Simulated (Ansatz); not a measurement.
# AlH3Cl− (SMILES [H][Al-]([H])([H])[Cl]): FCI/STO-3G

What is the vertical singlet–triplet gap of AlH3Cl− at FCI/STO-3G? 

The calculation is run with Ansatz 0.2.0.

1 further run of the same task is left out (it didn't finish).

## (1) Starting point

The species is AlH3Cl− (5 atoms), meant as a singlet with charge -1. As SMILES, `[H][Al-]([H])([H])[Cl]`. Geometry: a GFN2-xTB relaxation, a rough one for these elements and not checked as a minimum.

Bond lengths: Al1–Cl2 2.096 Å, Al1–H3 1.609 Å, Al1–H4 1.608 Å, Al1–H5 1.609 Å. Angles: Cl2–Al1–H3 107.0°, Cl2–Al1–H4 107.2°, Cl2–Al1–H5 107.4°, H3–Al1–H4 111.6°, H3–Al1–H5 111.7°, H4–Al1–H5 111.8°.

## (2) The energy at FCI/STO-3G

run.yaml reads:

```yaml
crystal:
  periodic: [false, false, false]
  atoms:
    - {symbol: Al, position_ang: [-0.002450, 0.000420, -0.134210]}
    - {symbol: Cl, position_ang: [0.013850, -0.018360, 1.961810]}
    - {symbol: H, position_ang: [1.532100, 0.011680, -0.616990]}
    - {symbol: H, position_ang: [-0.775390, 1.334390, -0.590440]}
    - {symbol: H, position_ang: [-0.768110, -1.328130, -0.620160]}
basis:
  gaussian:
    orbitals: STO-3G
total_charge: -1
correlation:
  method: fci
  frozen_orbitals: {Al: 5, Cl: 5, H: 0}
accuracy: high
```

Started as:

```bash
$ ansatz run run.yaml --threads 1 --pin off --max-ram 2610MiB --events-out events.jsonl --progress --plain --runs-dir runs
```

What it wrote:

```text
Warning: RAYON_NUM_THREADS=1 ignored (pool sized by the plan → 1); use --threads N
Functional definition: HF
  name "HF"
  exchange = exact_x
  correlation = 0
362 factors; integrals over basis functions are off by at most 1.3e-8 eV
mean field evaluation 1: about -18919.4748 eV, gradient 1.4e1 eV
mean field evaluation 2: about -18919.4848 eV, gradient 1.4e1 eV
mean field evaluation 4: about -18920.3376 eV, gradient 5.4e-1 eV
mean field evaluation 8: about -18920.3380 eV, gradient 4.1e-5 eV
mean field -18920.33797284 eV, -695.3095958362 hartree, gradient 8.0e-8 eV, S^2 0.000000; 0 other end points of the search recorded, 0 dependent functions left out
10 core orbitals not correlated: weight in the atoms' cores, before any rotation towards them, 0.999 or more for the frozen orbitals, at most 0.000 for the correlated occupied ones
reference -18920.33797284 eV, -695.3095958362 hartree; 7, 7 occupied and 4, 4 virtual orbitals, 362 factors
state -18921.76721886 eV, -695.3621196588 hartree
Total energy: -18921.76721886 eV, -695.3621196588 hartree
```

Run time: 0.5 s. Hardware: 1 thread of Intel Xeon 6975P-C (Granite Rapids), shared host.

## (3) The triplet, same level

in.yaml reads:

```yaml
basis:
  gaussian:
    orbitals: STO-3G
crystal:
  periodic: [false, false, false]
  atoms:
    - {symbol: Al, position_ang: [-0.002450, 0.000420, -0.134210]}
    - {symbol: Cl, position_ang: [0.013850, -0.018360, 1.961810]}
    - {symbol: H, position_ang: [1.532100, 0.011680, -0.616990]}
    - {symbol: H, position_ang: [-0.775390, 1.334390, -0.590440]}
    - {symbol: H, position_ang: [-0.768110, -1.328130, -0.620160]}
correlation:
  method: fci
  frozen_orbitals: {Al: 5, Cl: 5, H: 0}
total_charge: -1
accuracy: high
magnetization:
  spin_polarized: true
  initial_magnetization: 2
```

Started as:

```bash
$ ansatz run in.yaml --threads 1 --pin off --max-ram 2610MiB --events-out events.jsonl --progress --plain --runs-dir runs
```

What it wrote, shortened:

```text
Warning: RAYON_NUM_THREADS=1 ignored (pool sized by the plan → 1); use --threads N
[... 2 set-up lines as earlier in the session ...]
[...]
362 factors; integrals over basis functions are off by at most 1.3e-8 eV
[...]
mean field -18908.70875390 eV, -694.8822299228 hartree, gradient 1.5e-8 eV, S^2 2.002960; 1 other end points of the search recorded, 0 dependent functions left out
determinant -18908.70875390 eV, -694.8822299228 hartree, with singles and doubles -18909.90509879 eV, -694.9261947864 hartree
determinant -18908.69756680 eV, -694.8818188044 hartree, with singles and doubles -18909.89586468 eV, -694.9258554393 hartree
determinant -18908.70875390 eV, -694.8822299228 hartree, with singles and doubles -18909.96342977 eV, -694.9283384104 hartree
determinant -18908.69756680 eV, -694.8818188044 hartree, with singles and doubles -18909.95590375 eV, -694.9280618344 hartree
10 core orbitals not correlated: weight in the atoms' cores, before any rotation towards them, 0.999 or more for the frozen orbitals, at most 0.000 for the correlated occupied ones
reference -18908.68920828 eV, -694.8815116343 hartree; 8, 6 occupied and 3, 5 virtual orbitals, 362 factors
state -18910.02331249 eV, -694.9305390599 hartree
Total energy: -18910.02331249 eV, -694.9305390599 hartree
```

Wall time 0.99 s (1 thread of Intel Xeon 6975P-C (Granite Rapids), shared host); peak memory 0.095 GiB.

## (4) Summary of results

Level: FCI/STO-3G, 10 core orbitals frozen.

| quantity | value |
| --- | --- |
| singlet: total energy | -695.36212 Eh |
| singlet: correlation energy (10 core orbitals frozen) | -52.5 mEh |
| triplet: total energy | -694.93054 Eh |
| triplet: correlation energy (10 core orbitals frozen) | -49.0 mEh |
| vertical energy of the triplet above the singlet | 11.744 eV |

**Reading.** At this shape the triplet lies 11.74 eV (1133 kJ/mol) above the singlet. For an anion a state so high probably lies above electron detachment. In a minimal basis such a difference can be off by several eV, whatever the method.
